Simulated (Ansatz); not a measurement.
One stationary structure of Ta. Space group Im-3m (No. 229), bcc (W type). These are PBE (plane waves to 420 eV, PAW, scalar-relativistic; Ansatz, a program for electronic structure) values and carry that method's errors.

```cif
data_Ta2
_chemical_formula_sum 'Ta2'
_space_group_name_H-M_alt 'Im-3m'
_space_group_IT_number 229
_space_group_name_Hall '-I 4 2 3'
_cell_length_a 3.31974
_cell_length_b 3.31974
_cell_length_c 3.31974
_cell_angle_alpha 90.000
_cell_angle_beta 90.000
_cell_angle_gamma 90.000
loop_
_atom_site_label
_atom_site_type_symbol
_atom_site_symmetry_multiplicity
_atom_site_Wyckoff_symbol
_atom_site_fract_x
_atom_site_fract_y
_atom_site_fract_z
_atom_site_occupancy
Ta1 Ta 2 a 0.00000 0.00000 0.00000 1
```
(The calculation used a cell of 1 atom; values per cell refer to that cell.)

```yaml
volume_per_atom: 18.29 Å³
band_gap: no gap (metallic)
shortest_distances: Ta–Ta 2.87 Å
k-mesh: 20×20×20
```

Band energies at high-symmetry points (eV from the Fermi level; labels of this space group; no spin-orbit coupling), from −5 eV up to 3.7 eV:

| point | energies |
|---|---|
| Γ | 0.75 0.75 0.75 |
| H | -3.70 -3.70 |
| N | -4.30 -1.48 1.53 |
| P | -1.20 -1.20 -1.20 |

No spin polarisation in the result.

Measured for Ta: a 3.299 Å (static lattice; corrected from measurement; as listed in Daniel Mejia-Rodriguez, S. B. Trickey, Phys. Rev. B (2018)). Computed minus measured — a: PBE +0.6 %. The computed values are for a static lattice.

The run could not lose the symmetry of its start.
